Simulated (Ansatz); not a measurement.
```yaml
crystal:
  periodic: [false, false, false]
  atoms:
    - {symbol: Pd, position_ang: [0.000000, 0.000000, 0.000000]}
    - {symbol: H, position_ang: [0.000000, 0.000000, 1.700000]}
basis:
  gaussian: {orbitals: def2-TZVP}
magnetization: {spin_polarized: true, initial_magnetization: 1}
hamiltonian: {xc: pbe0}
relax: {f_tol: 0.004, max_steps: 80}
```

```sh
$ ansatz run in.yaml --threads 1 --pin off --events-out ev --progress --plain --max-ram 2176MiB
```

Steps of the relaxation (energy above the last step; positions in Å, forces in eV/Å):

```
2
step 1, 166.0 meV
Pd    0.000    0.000    0.000    0.000    0.000    1.732
H     0.000    0.000    1.700    0.000    0.000   -1.732
```

```
2
step 2, 2.4 meV
Pd    0.000    0.000    0.093    0.000    0.000   -0.278
H     0.000    0.000    1.607    0.000    0.000    0.278
```

```
2
step 3, 0.0 meV
Pd    0.000    0.000    0.084    0.000    0.000    0.011
H     0.000    0.000    1.616    0.000    0.000   -0.011
```

```
2
step 4, 0.0 meV
Pd    0.000    0.000    0.084    0.000    0.000    0.000
H     0.000    0.000    1.616    0.000    0.000    0.000
```

Close pairs at the end: Pd1–H2 1.532 Å.

A stationary point of unrestricted PBE0 after 4 steps, with ⟨S²⟩ = 0.751 against 0.75 for a pure state. 14 s on 1 thread of Arm Neoverse N1, shared host.
